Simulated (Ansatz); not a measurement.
Furan (`c1ccoc1`): measurement beside calculation (Ansatz, PBE0-D4/def2-TZVP geometry).

Z-matrix (Å, degrees):
```
C
C 1 1.353
C 1 1.427 2 106.0
H 1 1.078 2 126.5 3 180.0
O 2 1.351 1 110.5 3 0.0
H 2 1.077 1 133.4 3 -180.0
C 3 1.353 1 106.0 2 -0.0
H 3 1.078 1 127.6 2 180.0
H 7 1.077 3 133.4 1 -180.0
```

Enthalpy of formation at 298 K: -8.3 kcal/mol (zero for an element's reference state; older measured values of the G2 set, as listed by Staroverov and co-workers, J. Chem. Phys. 119, 12129, 2003). With their computed zero-point and thermal terms and the atoms' enthalpies of Curtiss and co-workers (1997) it gives an electronic atomization energy of 993.8 kcal/mol.

```
             level  atomization (kcal/mol)   error  error per bond
       LDA (SPW92)                  1165.7   171.9            19.1
            PBE-D4                  1035.7    41.9             4.7
         revPBE-D4                  1005.8    12.0             1.3
           BLYP-D4                   998.8     5.0             0.6
         r2SCAN-D4                  1002.0     8.2             0.9
            B97M-V                   997.0     3.2             0.4
           PBE0-D4                  1009.3    15.5             1.7
          B3LYP-D4                   994.3     0.5             0.1
        r2SCANh-D4                   993.7    -0.1             0.0
        r2SCAN0-D4                   981.6   -12.2            -1.4
          HSE06-D4                  1010.3    16.5             1.8
          BHLYP-D4                   955.1   -38.8            -4.3
      CAM-B3LYP-D4                   998.5     4.7             0.5
           ωB97X-V                   994.9     1.0             0.1
           ωB97M-V                   997.9     4.1             0.5
            B2PLYP                   987.0    -6.8            -0.8
          PBE-QIDH                   996.7     2.9             0.3
               PBE                  1031.6    37.8             4.2
            revPBE                   991.0    -2.8            -0.3
              BLYP                   989.4    -4.4            -0.5
            r2SCAN                  1001.0     7.2             0.8
              PBE0                  1005.9    12.1             1.3
             B3LYP                   987.7    -6.1            -0.7
           r2SCANh                   992.7    -1.1            -0.1
           r2SCAN0                   980.5   -13.3            -1.5
             HSE06                  1007.2    13.4             1.5
             BHLYP                   950.5   -43.3            -4.8
         CAM-B3LYP                   995.2     1.4             0.2
           LC-ωPBE                   999.8     6.0             0.7
     HF/def2-TZVPP                   710.0  -283.8           -31.5
    MP2/def2-TZVPP                   998.0     4.2             0.5
SCS-MP2/def2-TZVPP                   982.0   -11.8            -1.3
   CCSD/def2-TZVPP                   945.9   -47.9            -5.3
CCSD(T)/def2-TZVPP                   966.4   -27.4            -3.0
     HF/def2-QZVPP                   711.1  -282.7           -31.4
    MP2/def2-QZVPP                  1012.8    18.9             2.1
SCS-MP2/def2-QZVPP                   998.5     4.7             0.5
      HF/CBS(def2)                   711.3  -282.5           -31.4
     MP2/CBS(def2)                  1023.0    29.2             3.2
    CCSD/CBS(def2)                   971.0   -22.8            -2.5
 CCSD(T)/CBS(def2)                   991.5    -2.3            -0.3
```

Functionals use def2-TZVPP; B3LYP here is the variant with VWN-RPA as its local correlation; programs differ in this. The calculations leave out spin–orbit coupling, scalar relativity and, for the correlated methods, core correlation; together these are worth up to about 1 kcal/mol a heavy atom. HSE06 is defined as in plane-wave codes. CBS adds triple-zeta CCSD(T) − MP2 to the MP2 limit. T1 = 0.013.
